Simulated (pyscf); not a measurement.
Optimised with ωB97X-D3(BJ)/def2-SVP in PySCF.

### Question
F–GeH₃ + GeH₄ → H₃Ge–GeH₃ + HF
Surface: singlet. Broken: F–Ge, Ge–H. Formed: Ge–Ge, F–H. Give ΔE‡ and ΔE from ωB97M-D3(BJ)/def2-TZVP, relative to the separated reactants.

### Answer
ΔE‡ = 2.22 eV, ΔE = +0.33 eV. Zero-point energy shifts the barrier by -0.03 eV. It is a four-centre exchange, with an imaginary mode of 1042i cm⁻¹. One saddle was located; it need not be the lowest between these sides. Elements up to Kr have no core potential and no relativistic terms here.
